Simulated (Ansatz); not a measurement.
in.yaml

```yaml
crystal:
  periodic: [false, false, false]
  atoms:
    - {symbol: Al, position_ang: [-0.956203, 0.000000, 0.000000]}
    - {symbol: H, position_ang: [-1.749127, 1.373384, 0.000000]}
    - {symbol: H, position_ang: [-1.749127, -1.373384, 0.000000]}
    - {symbol: H, position_ang: [0.629645, 0.000000, 0.000000]}
    - {symbol: B, position_ang: [2.156797, 0.000000, 0.000000]}
    - {symbol: H, position_ang: [2.665870, 0.000000, 1.077008]}
    - {symbol: H, position_ang: [2.665870, 0.000000, -1.077008]}
basis:
  gaussian: {orbitals: 6-31G}
magnetization: {spin_polarized: false, initial_magnetization: 1}
correlation: {method: sc_nevpt2, electrons: all, active_space: {window: {electrons: 3, orbitals: 6}, states: [{multiplicity: 2, weights: [1, 0.5, 0.5, 1]}]}}
output: {forces: true}
```

```sh
$ ansatz run in.yaml --threads 1 --pin off --events-out ev --progress --plain --max-ram 2393MiB
```

Log:

```
727 factors; integrals over basis functions are off by at most 1.7e-7 eV
mean field evaluation 1: about -7327.1346 eV, gradient 1.3e1 eV
mean field evaluation 2: about -7327.1345 eV, gradient 1.3e1 eV
mean field evaluation 4: about -7327.9317 eV, gradient 7.8e0 eV
mean field evaluation 8: about -7328.2797 eV, gradient 4.0e-1 eV
mean field evaluation 16: about -7327.4413 eV, gradient 1.7e0 eV
mean field evaluation 32: about -7327.6424 eV, gradient 6.8e-1 eV
mean field -7328.28042078 eV, -269.3093381769 hartree, gradient 1.4e-6 eV, S^2 0.750000; 9 other end points of the search recorded, 0 dependent functions left out
reference -7328.28042078 eV, -269.3093381769 hartree; 12, 11 occupied and 20, 21 virtual orbitals, 727 factors
state -7328.62374720 eV, -269.3219551899 hartree
state -7327.97973206 eV, -269.2982880702 hartree
state -7327.86229439 eV, -269.2939723154 hartree
state -7324.20921951 eV, -269.1597242897 hartree
state -7328.62374720 eV, -269.3219551899 hartree; corrected -7331.00228365 eV, -269.4093647923 hartree
state -7327.97973206 eV, -269.2982880702 hartree; corrected -7330.31945430 eV, -269.3842712766 hartree
state -7327.86229439 eV, -269.2939723154 hartree; corrected -7330.16827813 eV, -269.3787156549 hartree
state -7324.20921951 eV, -269.1597242897 hartree; corrected -7326.45169192 eV, -269.2421336307 hartree
state -7328.36886675 eV, -269.3125885061 hartree
state -7327.88526013 eV, -269.2948162909 hartree
state -7327.55579473 eV, -269.2827086607 hartree
state -7324.06674829 eV, -269.1544885688 hartree
state -7328.36886675 eV, -269.3125885061 hartree; corrected -7331.07583467 eV, -269.4120677426 hartree
state -7327.88526013 eV, -269.2948162909 hartree; corrected -7330.37281785 eV, -269.3862323507 hartree
state -7327.55579473 eV, -269.2827086607 hartree; corrected -7330.16689710 eV, -269.3786649028 hartree
state -7324.06674829 eV, -269.1544885688 hartree; corrected -7326.44791502 eV, -269.2419948322 hartree
state -7328.36886675 eV, -269.3125885061 hartree; corrected -7331.07583467 eV, -269.4120677426 hartree
state -7327.88526013 eV, -269.2948162909 hartree; corrected -7330.37281785 eV, -269.3862323507 hartree
state -7327.55579473 eV, -269.2827086607 hartree; corrected -7330.16689710 eV, -269.3786649028 hartree
state -7324.06674829 eV, -269.1544885688 hartree; corrected -7326.44791502 eV, -269.2419948322 hartree
state -7328.64116835 eV, -269.3225954054 hartree
state -7327.90346848 eV, -269.2954854353 hartree
state -7326.95628589 eV, -269.2606771171 hartree
state -7322.75788142 eV, -269.1063885988 hartree
state -7328.64116835 eV, -269.3225954054 hartree; corrected -7331.09654886 eV, -269.4128289747 hartree
state -7327.90346848 eV, -269.2954854353 hartree; corrected -7330.36636455 eV, -269.3859951966 hartree
state -7326.95628589 eV, -269.2606771171 hartree; corrected -7330.06122346 eV, -269.3747814681 hartree
state -7322.75788142 eV, -269.1063885988 hartree; corrected -7325.40629882 eV, -269.2037161428 hartree
state -7328.36886675 eV, -269.3125885061 hartree; corrected -7331.07583467 eV, -269.4120677426 hartree
state -7327.88526013 eV, -269.2948162909 hartree; corrected -7330.37281785 eV, -269.3862323507 hartree
state -7327.55579473 eV, -269.2827086607 hartree; corrected -7330.16689710 eV, -269.3786649028 hartree
state -7324.06674829 eV, -269.1544885688 hartree; corrected -7326.44791502 eV, -269.2419948322 hartree
the orbitals are reached from a further start. From the first start the search ends at -7326.27629111 eV, -269.2356877697 hartree
the calculation of the forces begins
WARN: the results are in doubt because the forces break the atoms' symmetry
WARN: the results are in doubt because another end's mean lies 0.199 eV lower, and its corrected mean 0.032 eV higher
WARN: the results are in doubt because close orbitals or states may skew the forces
Total energy: -7329.26453572 eV, -269.3455037338 hartree
Atom 0 at    -0.956203     0.000000     0.000000 Å, force    -1.158222     0.130042     0.000000 eV/Å
Atom 1 at    -1.749127     1.373384     0.000000 Å, force     0.129882     0.338692     0.000000 eV/Å
Atom 2 at    -1.749127    -1.373384     0.000000 Å, force    -0.020765    -0.515036    -0.000000 eV/Å
Atom 3 at     0.629645     0.000000     0.000000 Å, force     2.685237     0.050759     0.000000 eV/Å
Atom 4 at     2.156797     0.000000     0.000000 Å, force    -0.868301    -0.005343     0.000000 eV/Å
Atom 5 at     2.665870     0.000000     1.077008 Å, force    -0.383915     0.000443     0.083917 eV/Å
Atom 6 at     2.665870     0.000000    -1.077008 Å, force    -0.383915     0.000443    -0.083917 eV/Å
Dipole moment:     0.112713     0.002125     0.000000 e Å
In doubt: the forces break the atoms' symmetry
In doubt: another end's mean lies 0.199 eV lower, and its corrected mean 0.032 eV higher
In doubt: close orbitals or states may skew the forces
```

Natural occupations, averaged over the states: 1.9663 0.3339 0.3313 0.1744 0.1715 0.0226.

The total printed last is the weighted mean of the 4 states, 1.811 eV above the lowest of them, and is no single state's energy.

Ran on 1 thread of Arm Neoverse V1, shared host: 8 s wall, 0.19 GiB peak host memory.
